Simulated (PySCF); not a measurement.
# C2H3F: the cost of one run

Computed with PySCF 2.14.0, with density-fitted response routines of our own, on a single molecule in the gas phase. Atoms are numbered from 0 throughout.

### Step 1. The starting structure

6 atoms, charge 0, multiplicity 1; geometry from: GFN2-xTB. The atoms were then displaced at random by about 0.01 Å, so the start is not that level's minimum.

Bonds of the start (Å): C0–C1 1.34, C1–F2 1.35, C0–H3 1.06, C0–H4 1.07, C1–H5 1.07.

### Step 2. Relaxing the molecule at PBE0-D3(BJ)/def2-SVP

What the job is given:

```
{"job": {"xc": "PBE0", "basis": "def2-SVP", "d3": "d3bj", "grid": 1, "shake": 0.01, "kind": "geom"}, "charge": 0, "multiplicity": 1}
C      0.709970    -0.142710    -0.033190
C     -0.622200     0.022460    -0.004330
F     -1.215600     1.164280     0.397490
H      1.161600    -1.036840    -0.370900
H      1.346330     0.671220     0.251230
H     -1.355940    -0.708430    -0.284970
```

Launch:

```sh
$ OMP_NUM_THREADS=1 python probes_run.py task.json out
```

One launch serves the whole session: the jobs run in the order shown.

Q: Estimate the wall time and peak memory of this first job on 1 thread of Arm Neoverse N1, shared host.

About 9.6 s, with a peak of 0.28 GiB.
